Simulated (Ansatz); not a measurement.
Relaxed structures of MgSiH2Cl, doublet (PBE0-D4/def2-TZVP; forces vanish, vibrations not checked; lower isomers may exist, and structures with a doubtful reference or unclear bonds are left out; Å). Computed with Ansatz 0.2.0 (basis: def2-TZVPP); correlated methods freeze the cores; orbitals are unrestricted. The outer core shell of Li, Na, Mg and K is correlated. The def2 sets are not built for correlating such inner shells, so the correlated values are less sure here.

(1) Rank them by CCSD(T) energy, lowest first, and give each one's height above the lowest. Links in brackets join atoms within 1.22 times the sum of their covalent radii (1.1 for two metals). (Judge from chemistry; the value comes from the calculation.)
A.
MgSiH₂Cl ([SiH2][Mg][Cl])
```
5
angstrom
Si -0.8453 0.3520 -0.6679
Mg 1.1663 -0.4966 0.5542
Cl 2.9854 -1.2668 1.4891
H -1.1703 1.8067 -0.7185
H -2.1360 -0.3953 -0.6568
```
B.
MgSiH₂Cl ([Cl][Mg]12[H][Si]1[H]2)
```
5
angstrom
Si 1.4173 -0.8141 1.0254
Mg -0.5300 0.3586 -0.1822
Cl -2.2165 1.4047 -1.0862
H 1.3949 0.3699 -0.0558
H 0.1092 -1.3957 0.3030
```
C.
MgSiH₂Cl ([H]1[Mg]23[H][Si]12[Cl]3)
```
5
angstrom
Si -0.7562 0.3071 -0.8624
Mg 0.7003 -0.2695 1.3255
Cl 1.3281 -0.6116 -1.0202
H -0.2022 1.2762 0.2504
H -1.0701 -0.7022 0.3067
```

No T1 diagnostic of these runs exceeds 0.014. ⟨S²⟩ of the unrestricted Hartree–Fock references: 0.75 to 0.77 (a pure state has 0.75).

Results:

(1) Computed: A (0.0 kJ/mol), B (22.9 kJ/mol), C (55.4 kJ/mol). Heights count from the lowest.

For scale, one of the runs: CCSD(T)/def2-TZVPP, 144 basis functions, launched by `ansatz run in.yaml --threads 2 --pin off --events-out ev --progress --plain --max-ram 4352MiB`. The run took 87 s on 2 CPU threads of an Arm Neoverse V1 (shared host), with 2 GiB of host memory at its peak.
